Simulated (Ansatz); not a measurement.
# What a trial cell of PtRh2 relaxes into

Level of theory: DFT PBE, scalar-relativistic, plane waves, PAW in Ansatz 0.2.0. Cutoff 420 eV, Γ-centred k mesh, Gaussian smearing, no spin polarisation in the final step.

This is the end of a relaxation of cell and atoms.

```xyz
3
Lattice="-1.3710 1.9365 4.1145 1.3710 -1.9365 4.1145 1.3710 1.9365 -4.1145" Properties=species:S:1:pos:R:3 pbc="T T T"
Rh    0.0000    0.0000    2.7287
Rh    0.0000    0.0000    5.5003
Pt    0.0000    0.0000    0.0000
```

Energies over the elements count from the elements' standard structures at the same level, with no empirical corrections.

(1) What space group does it have?

(2) What is its formation energy per atom?

(3) Is it a metal?

## Answers

(1) Immm (No. 71). Conventional cell: a = 2.742 Å, b = 3.873 Å, c = 8.229 Å. Rh has 7 Rh at 2.73–2.77 Å and 5 Pt at 2.73–2.75 Å; Pt has 10 Rh at 2.73–2.75 Å and 2 Pt at 2.74 Å.

(2) -0.02 eV/atom.

(3) Yes, bands cross the Fermi level on the 20×20×20 mesh.

The final run used a 20×20×20 mesh on its 3-atom cell and 0.10 eV smearing. For metals, differences of a few meV/atom aren't resolved. Spin–orbit coupling is left out. The cell came from a trial start, so PtRh2 may not exist in this structure.

Cost: 3 runs of about 9.9 core-minutes in all, on Arm Neoverse V2 (shared hosts).